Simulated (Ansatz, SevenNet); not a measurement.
Bulk modulus (GPa) of solids drawn from the class of oxides, at two levels: the machine-learned potential SevenNet-l3i5 (trained on PBE and PBE+U data), and r²SCAN (plane waves, PAW; Ansatz, an electronic-structure program).

```
solid                              SevenNet-l3i5  r²SCAN  shift (%)
---------------------------------  -------------  ------  ---------
cubic perovskite BaZrO3                      149     163       +9.4
rock-salt CaO                                104     117      +12.5
rutile SnO2                                  167     203        +22
A-type hexagonal La2O3                       107     116       +8.4
anatase TiO2 (metastable phase)              171     190      +11.1
corundum Ga2O3 (metastable phase)            200     234      +17.0
cubic perovskite BaHfO3                      158     171       +8.2
```

The shifts run from +8.2 % to +22 %, with a median of +11.1 %.

Over all 7 rows r²SCAN is the larger in 7.

Ansatz's runs of these crystals have no spin polarisation.

Spin–orbit coupling is left out, also for the solids with elements from indium on (cubic perovskite BaZrO3, rutile SnO2, A-type hexagonal La2O3, cubic perovskite BaHfO3); its size isn't shown.

Each level is taken at its own relaxed cell. Ansatz's density-functional and Hartree–Fock values are scalar-relativistic unless marked +SOC, with PAW data made under PBE.
